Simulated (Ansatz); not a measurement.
C3H5N can be A, `CC1=CN1`, or B, `CN1C=C1`.

Isolated molecules relaxed with PBE0-D4/def2-TZVP in Ansatz; ΔE leaves out vibrations. CCSD(T)/CBS is the MP2 limit (def2-TZVPP, def2-QZVPP) plus CCSD(T) − MP2 in def2-TZVPP, frozen cores. DFT in def2-TZVPP. B3LYP here is the variant with VWN-RPA as its local correlation; programs differ in this.

Q: Which is lower in electronic energy at CCSD(T)/CBS, and by how much? (Estimate.)

A: Ansatz gave: A, by 49.5 kJ/mol.

Q: Give E(B) − E(A) in kJ/mol with LDA (SPW92), PBE-D4, r2SCAN-D4, CCSD/def2-TZVPP, B3LYP, HF/def2-TZVPP, MP2/def2-TZVPP. (Best estimate.)

A: The calculation gave: LDA (SPW92) 53.0, PBE-D4 53.8, r2SCAN-D4 54.1, CCSD/def2-TZVPP 49.9, B3LYP 53.1, HF/def2-TZVPP 52.2, MP2/def2-TZVPP 50.4. None reverses the order clearly.

Q: Does the order hold for the free energy at 298.15 K (harmonic terms from PBE0-D4)? (Estimate.)

A: The calculation gave: Yes: G(B) − G(A) = +47.2 kJ/mol.

Largest T1 diagnostic: 0.011.

Leaving LDA and LC-ωPBE aside and taking each functional with its dispersion term where it has one, the values, not all of them listed here, spread over 4.5 kJ/mol, from ωB97X-V to r2SCAN0-D4.
